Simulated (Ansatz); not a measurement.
The cluster AlB₂, relaxed as a doublet with UKS r2SCAN-D4/def2-TZVP in Ansatz, starting from the GFN1-xTB geometry. Force threshold 0.02 eV/Å.

The structure comes from a short search, and lower isomers may exist.

Start:

```
atom   x (Å)   y (Å)   z (Å)
  B1   0.174  -0.705  -0.703
  B2   0.412  -0.579   0.719
 Al3  -0.586   1.284  -0.016
```

Problem. Estimate the energy that the relaxation releases and the steps that it takes.

Solution. 9.7 kcal/mol, in 5 steps; 19 s on 4 threads of Arm Neoverse V2 on a shared host. No frequencies were taken in this run, so the end may be a saddle point.

Problem. Does the start keep its bonding and symmetry?

Solution. By distances, no bond broke or formed. The bond that changes most is B2–Al3, from 2.24 to 2.01 Å (atoms count from 1). Point group C2v at the start, C2v at the end, both within 0.05 Å.

Problem. Predict the relaxed structure.

Solution. 
Cartesian coordinates in Å:
```
B 0.1286 -0.6302 -0.7575
B 0.3843 -0.4945 0.7713
Al -0.5129 1.1246 -0.0138
```
Bond lengths: 2 × Al–B 2.01 Å; 1 × B–B 1.56 Å.
